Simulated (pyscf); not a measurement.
`[OH][Si]([OH])([F])[F]` + `[ClH]` -> `[OH][Si]([OH])([F])[Cl]` + `[FH]` (four-centre exchange; singlet surface; F–Si, Cl–H broken, Cl–Si, F–H formed). Optimised with ωB97X-D3(BJ)/def2-SVP in PySCF. Rate constants from transition-state theory, ωB97M-D3(BJ)/def2-TZVP energies (ideal gas, 1 atm, RRHO with modes under 100 cm⁻¹ raised to 100, one conformer, R ln 2 for rigid chiral ones; no tunnelling), k in cm³ molecule⁻¹ s⁻¹.

```json
[
 {"T (K)": "298", "1000/T": "3.354", "log10 k": "-42.88"},
 {"T (K)": "600", "1000/T": "1.667", "log10 k": "-28.43"},
 {"T (K)": "900", "1000/T": "1.111", "log10 k": "?"},
 {"T (K)": "1200", "1000/T": "0.833", "log10 k": "-20.98"}
]
```

Question: Fit an Arrhenius line to the three values, give the activation energy, and predict k at 900 K.

Answer: Least squares gives log10 k = -13.85 − 8.67 × 1000/T, so Ea = 8.67 × ln 10 × 1.987 = 39.7 kcal/mol, against an electronic barrier of 38.1. At 900 K the line gives -23.48; the computed value is -23.53 (ΔG‡ = 73.7 kcal/mol), close to the line. On the product side the descent ends in a complex, 7.0 kcal/mol under the separated species and 32.7 kcal/mol under the saddle at ωB97X-D3(BJ)/def2-TZVP. This is the saddle that the search found; another between the same sides may lie lower.
